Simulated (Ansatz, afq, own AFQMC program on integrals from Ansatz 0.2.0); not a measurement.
**MgSe⁺, quartet: AFQMC among the cluster methods**

| atom | x (Å) | y (Å) | z (Å) |
| --- | --- | --- | --- |
| Se | 0.0000 | 0.0000 | 0.0000 |
| Mg | 0.0000 | 0.0000 | 2.3695 |

Basis 6-31G. Only valence electrons are correlated. AFQMC by an in-house program on the Cholesky factors that Ansatz 0.2.0 writes for its CCSD(T) run. ph-AFQMC/CISD is guided by a CISD state made of CCSD amplitudes; releasing the constraint for a short imaginary time cuts its bias at the price of noise, slowly where states lie close. Error bars are statistical, one sigma. No spin–orbit coupling.

Determinant: UHF, the one that the program's search chose, which needn't be the lowest solution. The geometry is a PBE0/def2-TZVP stationary point of this or a neighbouring charge and spin state.

Full CI on the same integrals is exact in this basis and with this determinant's frozen core.

Cautions: no relativity below Rb; no spin-orbit coupling; inner d shell frozen; another spin lies lower (by 1.06 eV).

The T1 diagnostic is 0.0146, the weight of the determinant in the CISD state is 0.972 and the ⟨S²⟩ of the determinant is 3.755. The size of the correlated space is 7 electrons in 23 orbitals.

```json
{"level": "MP2", "correlation energy (eV)": "-0.6796"}
{"level": "CCSD", "correlation energy (eV)": "-0.8838"}
{"level": "CCSD(T)", "correlation energy (eV)": "-0.8992"}
```

Estimate where phaseless AFQMC with a CISD trial lies against CCSD(T) on the same integrals.

0.09 ± 0.03 mEh below CCSD(T).

Reference: full CI, correlation energy -0.903 eV. The released energy is read at 2.40 1/Eh (meV from the phaseless value at times in 1/Eh: 0.9 ± 1.2 at 0.24, 0.7 ± 1.0 at 0.51, 1.7 ± 0.8 at 0.99, -0.1 ± 0.8 at 1.62, -0.9 ± 0.8 at 2.40).

```json
{"level": "CCSD(T)", "E − E(reference) (mEh)": "0.15", "share of correlation (%)": "99.56"}
{"level": "CCSDT", "E − E(reference) (mEh)": "-0.02", "share of correlation (%)": "100.06"}
{"level": "CCSDT(Q)", "E − E(reference) (mEh)": "-0.01", "share of correlation (%)": "100.03"}
{"level": "ph-AFQMC/CISD", "E − E(reference) (mEh)": "0.06 ± 0.03", "share of correlation (%)": "99.81"}
{"level": "released AFQMC", "E − E(reference) (mEh)": "0.03 ± 0.03", "share of correlation (%)": "99.91"}
```

CCSDT and higher add their correlation energy to the determinant of the CCSD(T) run, since their own runs factorise the integrals more tightly (a shift of under 2 meV). A walk keeps the symmetry of its determinant, which the program's search chose and which needn't be the lowest solution, so a lower state of the same spin and another symmetry isn't excluded. Released energies are given only where the last usable release times agree within the noise; a slower fall can still hide under it.
